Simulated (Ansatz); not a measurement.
Geometry optimisation, RKS PBE-D4/6-31G in Ansatz 0.2.0.

Input file:

```yaml
crystal:
  periodic: [false, false, false]
  atoms:
    - { symbol: C, position_ang: [0.8911, -1.5857, 0.5737] }
    - { symbol: C, position_ang: [0.2378, -0.1856, 0.7447] }
    - { symbol: C, position_ang: [-0.6998, 0.4575, -0.0286] }
    - { symbol: S, position_ang: [-1.3483, -0.2452, -1.4153] }
    - { symbol: S, position_ang: [-1.1574, 2.0671, 0.4174] }
    - { symbol: S, position_ang: [0.2068, 3.156, -0.6729] }
    - { symbol: H, position_ang: [0.6427, -1.9978, -0.3986] }
    - { symbol: H, position_ang: [0.5345, -2.1931, 1.3484] }
    - { symbol: H, position_ang: [1.9369, -1.4499, 0.6759] }
    - { symbol: H, position_ang: [0.6395, 0.3415, 1.6406] }
    - { symbol: H, position_ang: [-1.4098, -1.5392, -1.0088] }
    - { symbol: H, position_ang: [-0.397, 3.1191, -1.8423] }
basis:
  gaussian: { orbitals: "6-31G" }
hamiltonian:
  xc: pbe
  dispersion: d4
relax:
  f_tol: 0.02
  max_steps: 50
output:
  orbitals: {}
```

Run as:

```bash
$ ansatz run input.yaml --threads 1 --pin off --max-ram 2048MiB --backend cpu --events-out ev --progress --plain --runs-dir out
```

Task: Where does it end, and by what steps?

Result: It converged. Limits of this set-up: no polarisation functions. After 27 steps the energy has fallen by 1.258 eV; H11 moved furthest, 1.64 Å.

| step | energy less start (eV) | largest force component (eV/Å) | accepted |
| --- | --- | --- | --- |
| 0 | 0.0000 | 3.851 | yes |
| 1 | -0.9515 | 1.869 | yes |
| 2 | -1.0938 | 1.068 | yes |
| 3 | -1.1502 | 0.681 | yes |
| 4 | -1.1556 | 1.092 | yes |
| 5 | -1.1815 | 0.110 | yes |
| 6 | -1.1842 | 0.141 | yes |
| 7 | -1.1969 | 0.083 | yes |
| 8 | -1.2017 | 0.274 | yes |
| 9 | -1.2084 | 0.174 | yes |
| 10 | -1.2182 | 0.093 | yes |
| 11 | -1.2268 | 0.095 | yes |
| 12 | -1.2128 | 0.764 | no |
| 13 | -1.2338 | 0.046 | yes |
| 14 | -1.2390 | 0.163 | yes |
| 15 | -1.2387 | 0.318 | no |
| 16 | -1.2442 | 0.081 | yes |
| 17 | -1.2475 | 0.102 | yes |
| 18 | -1.2517 | 0.139 | yes |
| 19 | -1.2492 | 0.283 | no |
| 20 | -1.2550 | 0.077 | yes |
| 21 | -1.2560 | 0.091 | yes |
| 22 | -1.2163 | 0.408 | no |
| 23 | -1.2574 | 0.023 | yes |
| 24 | -1.2575 | 0.024 | yes |
| 25 | -1.2576 | 0.039 | yes |
| 26 | -1.2577 | 0.023 | yes |
| 27 | -1.2577 | 0.005 | yes |

```xyz
12
Properties=species:S:1:pos:R:3
C 0.647 -1.752 0.801
C 0.356 -0.285 0.919
C -0.453 0.433 0.101
S -1.272 -0.218 -1.420
S -0.932 2.133 0.562
S -0.026 3.403 -1.102
H -0.146 -2.282 0.247
H 0.748 -2.213 1.798
H 1.605 -1.927 0.271
H 0.840 0.264 1.737
H -0.179 -0.929 -1.906
H -1.111 3.317 -1.974
```

Whether the end is a true minimum wasn't checked by a vibrational analysis.

Time of the run: 80 s on 1 thread of Intel(R) Xeon(R) 6975P-C (Granite Rapids) (shared host), peak memory 0.15 GiB.
